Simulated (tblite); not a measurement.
Compound: C5H11F.
Numbering: `[CH3:1][CH:2]([CH3:3])[CH2:4][CH2:5][F:6]` (hydrogens: H7, H8, H9 on C1; H10 on C2; H11, H12, H13 on C3; H14, H15 on C4; H16, H17 on C5)

Computed with GFN2-xTB (tblite), gas phase: Langevin dynamics at 300 K from the optimised GFN2-xTB geometry, time step 0.5 fs, friction 0.01 fs⁻¹, 2000 steps. The instantaneous temperature is 2·E(kin)/(3Nk) with all 3N coordinates.

```tsv
t (fs)	T (K)	E(pot) above start (eV)	C1–C2 (Å)	C2–C3 (Å)	C2–C4 (Å)	C4–C5 (Å)	C5–F6 (Å)	C1–H7 (Å)	C1–C2–C4–C5 (°)
0	259	0.000	1.528	1.527	1.532	1.522	1.376	1.087	-173
25	170	0.433	1.552	1.549	1.540	1.486	1.381	1.034	-178
50	248	0.547	1.532	1.497	1.529	1.538	1.407	1.122	-179
75	286	0.455	1.560	1.536	1.504	1.508	1.397	1.087	-171
100	203	0.634	1.583	1.553	1.520	1.528	1.365	1.054	-166
125	266	0.512	1.522	1.491	1.517	1.565	1.399	1.109	-164
150	198	0.607	1.515	1.493	1.559	1.512	1.404	1.119	-166
175	216	0.571	1.553	1.577	1.605	1.503	1.359	1.048	-168
200	234	0.478	1.511	1.522	1.559	1.479	1.365	1.080	-166
225	270	0.420	1.510	1.512	1.550	1.525	1.406	1.143	-169
250	232	0.640	1.525	1.569	1.553	1.587	1.411	1.094	-172
275	280	0.588	1.527	1.570	1.513	1.541	1.367	1.045	-171
300	238	0.838	1.503	1.568	1.507	1.489	1.336	1.125	-167
325	354	0.659	1.512	1.573	1.550	1.503	1.389	1.155	-161
350	294	0.766	1.519	1.547	1.532	1.555	1.427	1.110	-158
375	432	0.507	1.514	1.544	1.520	1.588	1.416	1.079	-158
400	285	0.813	1.534	1.541	1.531	1.577	1.321	1.068	-159
425	382	0.614	1.528	1.561	1.514	1.524	1.402	1.081	-160
450	348	0.660	1.543	1.531	1.548	1.521	1.393	1.120	-163
475	316	0.787	1.531	1.511	1.496	1.502	1.384	1.123	-164
500	384	0.711	1.561	1.573	1.477	1.557	1.360	1.052	-177
525	336	0.795	1.571	1.550	1.532	1.559	1.354	1.054	171
550	442	0.536	1.539	1.514	1.521	1.525	1.401	1.144	175
575	383	0.723	1.507	1.563	1.547	1.505	1.405	1.134	176
600	187	1.226	1.501	1.534	1.525	1.536	1.336	1.017	177
625	357	0.692	1.532	1.559	1.583	1.551	1.377	1.064	178
650	314	0.757	1.545	1.514	1.511	1.536	1.431	1.119	-178
675	320	0.613	1.592	1.546	1.569	1.544	1.368	1.092	-177
700	302	0.766	1.527	1.525	1.557	1.552	1.374	1.084	-167
725	317	0.634	1.528	1.523	1.522	1.530	1.344	1.130	-160
750	386	0.388	1.560	1.566	1.568	1.550	1.345	1.106	-157
775	283	0.563	1.469	1.506	1.521	1.585	1.379	1.073	-154
800	289	0.487	1.461	1.520	1.600	1.538	1.389	1.098	-152
825	341	0.439	1.537	1.565	1.581	1.501	1.386	1.098	-155
850	271	0.567	1.526	1.500	1.552	1.510	1.372	1.093	-165
875	305	0.555	1.517	1.491	1.542	1.526	1.388	1.106	-171
900	398	0.502	1.572	1.577	1.544	1.535	1.388	1.072	173
925	246	0.776	1.468	1.574	1.483	1.500	1.367	1.099	159
950	274	0.595	1.463	1.571	1.552	1.517	1.342	1.137	159
975	329	0.697	1.484	1.572	1.578	1.520	1.414	1.104	165
1000	332	0.649	1.502	1.509	1.534	1.555	1.447	1.073	169
```

Problem. From 500 fs on, how do temperature and potential energy compare with equipartition?

Solution. The mean temperature of these 21 frames is 324 K against the target 300 K, and the mean potential energy 0.65 eV against 45 × kT/2 = 0.58 eV for 45 classical harmonic modes. For 17 atoms in a canonical ensemble the temperature itself scatters by T·√(2/(3N)) = 59 K; here its standard deviation is 56 K. The whole run lasts only 10 friction times of 100 fs, so these averages carry a wide statistical error.

Problem. What are the kinetic and total energies of the listed frame with the highest potential energy?

Solution. The one at 600 fs, 1.226 eV above the start. Its kinetic energy is 3NkT/2 = 0.412 eV at 187 K, so the sum is 1.64 eV; over the listed frames the sum runs from 0.57 to 1.64 eV, since the thermostat adds and removes energy.

Problem. How much do the listed bonds fluctuate from 500 fs on?

Solution. 
```json
{"bond": "C1–C2", "at the start (Å)": "1.528", "mean (Å)": "1.522", "standard deviation (Å)": "0.038"}
{"bond": "C2–C3", "at the start (Å)": "1.527", "mean (Å)": "1.541", "standard deviation (Å)": "0.028"}
{"bond": "C2–C4", "at the start (Å)": "1.532", "mean (Å)": "1.543", "standard deviation (Å)": "0.031"}
{"bond": "C4–C5", "at the start (Å)": "1.522", "mean (Å)": "1.535", "standard deviation (Å)": "0.021"}
{"bond": "C5–F6", "at the start (Å)": "1.376", "mean (Å)": "1.379", "standard deviation (Å)": "0.028"}
{"bond": "C1–H7", "at the start (Å)": "1.087", "mean (Å)": "1.093", "standard deviation (Å)": "0.031"}
```

The motion is classical and holds no zero-point motion.

The cost below is that of the whole dynamics run. Time: 7.2 s; peak memory 0.18 GiB. Hardware: one thread, AMD EPYC 9R14 (x86_64), no GPU, shared host.
